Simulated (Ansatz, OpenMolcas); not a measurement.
How basis sets differ on Li2 (lithium dimer)

The species is Li2 (2 atoms), meant as a singlet with charge 0. As SMILES, `[Li][Li]`. The bond length is the measured one.

```xyz
2

Li    0.0000    0.0000    0.0000
Li    0.0000    0.0000    2.6729
```

Each level gives the energy change with the Li1–Li2 bond stretched from 2.673 to 6.682 Å (eV). The values are calculated.

```
                       level                 kind     program  value (eV)
    MP2/pcseg-0 (restricted)  perturbation theory  OpenMolcas        1.28
      MP2/3-21G (restricted)  perturbation theory      Ansatz        1.33
      MP2/6-31G (restricted)  perturbation theory  OpenMolcas        1.30
   MP2/def2-SVP (restricted)  perturbation theory      Ansatz        1.33
    MP2/pcseg-1 (restricted)  perturbation theory  OpenMolcas        1.30
MP2/aug-pcseg-1 (restricted)  perturbation theory  OpenMolcas        1.32
    MP2/pcseg-2 (restricted)  perturbation theory  OpenMolcas        1.42
MP2/aug-pcseg-2 (restricted)  perturbation theory  OpenMolcas        1.44
    MP2/pcseg-3 (restricted)  perturbation theory  OpenMolcas        1.48
```

The first shape isn't each level's own minimum. The values span 1.28 to 1.48 eV.
